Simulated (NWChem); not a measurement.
System: CHO cation

The following NWChem deck was run.

```
start job
memory heap 200 mb stack 900 mb global 1100 mb
charge 1
geometry units angstroms noautosym nocenter noautoz
  C      0.000000     0.000000    -0.508590
  O      0.000000     0.000000     0.595818
  H      0.000000     0.000000    -1.619825
end
basis spherical
  * library aug-cc-pvdz
end
dft
  xc xcamb88 1.00 lyp 0.81 vwn_5 0.19 hfexch 1.00
  cam 0.33 cam_alpha 0.19 cam_beta 0.46
  iterations 150
end
tddft
  cis
  nroots 6
  notriplet
end
task tddft energy
```

Coordinates come from a PBE0/def2-SVP optimisation.

Vertical excitations in the gas phase.

Q: Give the results of this calculation. (CAM-B3LYP/aug-cc-pVDZ, TDA.) Quantities: basis functions; lowest excitation, singlet (eV); oscillator strength of that lowest state; orbital gap (eV).

A: 
```json
{
  "number_of_basis_functions": "55",
  "lowest excitation, singlet (eV)": "9.44",
  "oscillator_strength_of_that_lowest_state": "0.000",
  "orbital gap (eV)": "15.51"
}
```
